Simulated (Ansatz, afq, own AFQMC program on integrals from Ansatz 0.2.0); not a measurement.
**SbH2⁻, singlet → SbH2⁻, triplet**

```yaml
atoms:
  - { symbol: Sb, position_ang: [0.0000, -0.0198, 0.0000] }
  - { symbol: H, position_ang: [0.0000, 1.1955, 1.2291] }
  - { symbol: H, position_ang: [0.0000, 1.1955, -1.2291] }
```

E(triplet, charge -1) − E(singlet, charge -1) at this geometry, on RHF and UHF determinants.

Basis def2-SVPD with its core potentials. Only valence electrons are correlated. AFQMC by an in-house program on the Cholesky factors that Ansatz 0.2.0 writes for its CCSD(T) run. ph-AFQMC/CISD is guided by a CISD state made of CCSD amplitudes; releasing the constraint for a short imaginary time cuts its bias at the price of noise, slowly where states lie close. ± is one standard error of the sampling. No spin–orbit coupling. The errors of all members are added in quadrature.

No full CI on the walks' own integrals is used here; CCSDT(Q) serves as the reference and is uncertain by about the last step of the cluster series. Each member takes its own surest rung, up to full CI.

Errors are counted within def2-SVPD, not against nature.

Cautions: inner d shell frozen; no spin-orbit coupling; SbH₂⁻ (triplet): another spin lies lower, at this level and basis the anion state lies above a neutral one.

```
level  vertical spin gap (kcal/mol)
   HF                          49.5
  MP2                          55.5
```

Question: From these cheaper values, estimate the vertical spin gap at the reference level in def2-SVPD.

Answer: 55.2 kcal/mol (CCSDT(Q) in def2-SVPD).

| level | vertical spin gap (kcal/mol) | error against CCSDT(Q) (kcal/mol) |
| --- | --- | --- |
| CCSD | 55.3 | 0.0 |
| CCSD(T) | 55.3 | 0.0 |
| CCSDT | 55.2 | 0.0 |
| ph-AFQMC/CISD | 55.0 ± 0.2 | -0.3 ± 0.2 |
| released AFQMC | 55.3 ± 0.3 | 0.0 ± 0.3 |

Correlation beyond CCSD(T) changes it by less than 2 meV. The perturbative (T) step is worth +0.0 kcal/mol.

A walk keeps the symmetry of its determinant, which the program's search chose and which needn't be the lowest solution, so a lower state of the same spin and another symmetry isn't excluded. Released energies are given only where the last usable release times agree within the noise; a slower fall can still hide under it.
